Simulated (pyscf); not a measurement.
PySCF, gas phase, ωB97X-D3(BJ)/def2-SVP geometries. Correlated levels are frozen-core, on RHF or UHF. ΔMP2 is the change of the MP2 total energy from the triple- to the quadruple-zeta basis.

### Question
Estimate the classical barrier height and the reaction energy of [O=Si–OH]• + H₂O → HO–Si•(OH)–OH at CCSD(T)/def2-TZVPP + ΔMP2(QZVPP). The step runs on the doublet surface, breaks H–O and forms H–O, O–Si; take the separated reactants as zero.

### Answer
ΔE‡ = -7.3 kcal/mol, ΔE = -58.0 kcal/mol. Zero-point energy shifts the barrier by +0.7 kcal/mol. It is an addition across a multiple bond or ene-type step, with an imaginary mode of 1035i cm⁻¹. On the reactant side the descent ends in an adduct with a O–Si contact, 14.5 kcal/mol under the separated species and 3.7 kcal/mol under the saddle at ωB97X-D3(BJ)/def2-TZVP. At CCSD(T) the saddle lies under the separated reactants, which points to a path from their complex (located at ωB97X-D3(BJ) alone). What is counted as formed (O–Si) is already present as a longer contact in the reactant adduct; forming that adduct is a step of its own. At ωB97X-D3(BJ) the barrier from the zero used here is -10.8 kcal/mol. One saddle was located; it need not be the lowest between these sides. The CCSD(T) − MP2 part came from Ansatz, without density fitting, on the same reference.
